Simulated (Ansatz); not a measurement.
Mulliken charges of C$_{2}$H$_{3}$Si (`C#C[SiH2]`) radical from B3LYP/def2-TZVPP in Ansatz (PBE0-D4/def2-TZVP geometry).

```csv
atom,x (Å),y (Å),z (Å),charge (e)
C1,1.020,-1.302,0.535,-0.025
C2,0.376,-0.354,0.146,-0.344
Si3,-0.444,1.137,-0.449,0.206
H4,1.575,-2.144,0.879,0.242
H5,-1.138,0.895,-1.739,-0.040
H6,-1.347,1.706,0.582,-0.040
```

By hand: the dipole of these point charges (1 e Å = 4.8032 D).

Σ q r = (0.234, -0.234, 0.103) e Å, of length 0.347 e Å = 1.67 D.

How does the dipole of the full density compare? (Estimate.)

The calculation gave: (0.063, -0.067, 0.029) e Å, 0.46 D; the point charges give 3.63 times that, at 2° from its direction.

Point charges leave out the atoms' own dipoles, such as those of lone pairs, and Mulliken's split depends on the basis, so the two needn't agree.

B3LYP here is the variant with VWN-RPA as its local correlation; programs differ in this.
